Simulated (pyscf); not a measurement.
## Four-centre exchange: H₂As–AsH₂ + H₂O → HO–AsH–AsH₂ + H₂

Gas phase, singlet surface, charge 0. Bonds broken: As1–H3, O7–H8. Bonds formed: As1–O7, H3–H8. Optimised with ωB97X-D3(BJ)/def2-SVP in PySCF.

Transition state (Å):

```xyz
9

As    -1.6640    -0.4053    -0.6569
As    -1.5685     0.6224     1.5122
H      0.0856    -1.3262    -0.3232
H     -2.2178     0.9442    -1.2015
H     -0.6867    -0.4528     2.1183
H     -0.3880     1.4997     1.1455
O      0.0228     0.3920    -1.5750
H      0.4266    -0.5109    -1.0454
H      0.0089     0.2572    -2.5378
```

One imaginary mode, 1325i cm⁻¹; descent along it reached the two sides named.

```tsv
bond	change	reactant side (Å)	saddle	product side
As1–H3	breaks	1.516	2.005	4.4
O7–H8	breaks	0.965	1.122	2.459
As1–O7	forms	3.1	2.079	1.811
H3–H8	forms	2.9	1.141	0.762
```

Electronic energies relative to the separated reactants (kcal/mol):

```csv
level,barrier,reaction energy,reverse barrier
ωB97X-D3(BJ)/def2-TZVP,59.9,+9.7,50.2
PBE/def2-TZVP,51.2,+9.7,41.4
r²SCAN/def2-TZVP,55.2,+9.4,45.7
B3LYP-D3(BJ)/def2-TZVP,56.8,+9.5,47.3
PBE0-D3(BJ)/def2-TZVP,56.5,+11.6,44.9
M06-2X/def2-TZVP,59.3,+8.3,51.0
ωB97M-D3(BJ)/def2-TZVP,59.5,+11.2,48.4
HF/def2-TZVP,81.6,+14.3,67.3
```

With ωB97M-D3(BJ)/def2-TZVP energies and thermal terms (ideal gas, 1 atm, RRHO with modes under 100 cm⁻¹ raised to 100, one conformer, R ln 2 for rigid chiral ones), in kcal/mol:

| T (K) | ΔH‡ | ΔG‡ | ΔH | ΔG |
|---|---|---|---|---|
| 298 | 57.0 | 67.7 | +8.4 | +10.0 |
| 600 | 57.1 | 78.6 | +9.5 | +11.2 |
| 900 | 57.9 | 89.2 | +10.4 | +11.9 |
| 1200 | 58.8 | 99.6 | +11.2 | +12.3 |

The same reactants have a lower exit, to AsH₂• + AsH₂• + H₂O (no saddle counted: cutting one bond costs +49.8 kcal/mol at ωB97M-D3(BJ), against +59.5 kcal/mol here). This is the saddle that the search found; another between the same sides may lie lower. Elements up to Kr have no core potential and no relativistic terms here.
